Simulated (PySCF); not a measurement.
F₂, SMILES FF.

The structure is a stationary point at r2SCAN-D4/def2-TZVPD.

Two levels are set side by side: TDDFT-PBE/def2-TZVPD (PySCF) and EOM-CCSD/aug-cc-pVDZ (PySCF). Vertical, same geometry; the bases differ. Differences are taken from unrounded values.

| quantity | EOM-CCSD | TDDFT-PBE | TDDFT-PBE minus EOM-CCSD |
|---|---|---|---|
| lowest singlet excitation (eV) | 4.80 | 4.42 | -0.38 |
| lowest triplet excitation (TDA for PBE) (eV) | 3.49 | 2.98 | -0.51 |

Functionals without exact exchange tend to place singlet excitations lower, as here. Differences between two approximate levels are no errors against the true value.

Rough cost on one machine, each run with all the roots and properties that it gave: EOM-CCSD against TDDFT-PBE about 5 times.
